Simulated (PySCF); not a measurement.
Cost of one run: excited-state job, disulfides (`SS`).

Method: TDDFT PBE0/def2-SVPD, vertical, gas phase, core orbitals frozen in the response (PySCF 2.14.0, density-fitted response routines). Geometry: GFN2-xTB. Work: 8 singlets by full TDDFT, 3 Tamm–Dancoff triplets, polarisability, density fitting. The input is one job of a driver script: a line of settings, then coordinates in Å.

Input:
```
{"job": {"kind": "uv", "xc": "PBE0", "basis": "def2-SVPD", "nstates": 8, "ntriplets": 3}, "charge": 0, "multiplicity": 1}
S      0.887608     0.415139     0.531173
S     -0.886849     0.473893    -0.483546
H      1.546085    -0.417742    -0.286437
H     -1.536610    -0.466517     0.215956
```

Hardware: one thread, x86-64 server, on a shared host.

**Question.** How large is the basis?

**Answer.** 70 functions for 34 electrons, with 310 fitting functions; the fitted three-index integrals, 310 × 70 × 71/2 numbers of 8 bytes, come to 5.9 MiB.

**Question.** How long does the run take?

**Answer.** About 2.2 s. The SCF took 10 cycles.

**Question.** At this speed, how long would 500 such jobs take on 96 cores, one job a core?

**Answer.** 500/96 gives 6 rounds of 2.2 s, about 13 s of wall time and 0.31 core-hours, if the jobs don't slow each other.

The host was shared with other jobs, so the times are rough.

The run converged: HOMO -7.53 eV, LUMO -1.18 eV; lowest singlet 4.72 eV; lowest triplet 4.04 eV (Tamm–Dancoff); mean polarisability 43.5 au.
